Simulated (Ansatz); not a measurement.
Cartesian coordinates (Å):
```xyz
4

Si     0.0010     0.0001     0.3400
H     -0.6719     1.2569    -0.1118
H      1.4240    -0.0469    -0.1175
H     -0.7531    -1.2101    -0.1107
```
Charge 0, spin multiplicity 2.

All values below come from Ansatz (an electronic-structure program) with frozen-core CCSD(T)/cc-pVTZ // PBE-D3(BJ)/def2-TZVP.

The HF energy is -290.64005 Ha and the MP2 correlation energy is -0.11650 Ha.

Question: Estimate the CCSD correlation energy, the (T) correction, the total energy and the T1 diagnostic.

Answer: 
CCSD correlation energy: -0.14280 Ha
(T) correction: -0.00353 Ha
CCSD(T) total energy: -290.78638 Ha
T1 diagnostic: 0.015
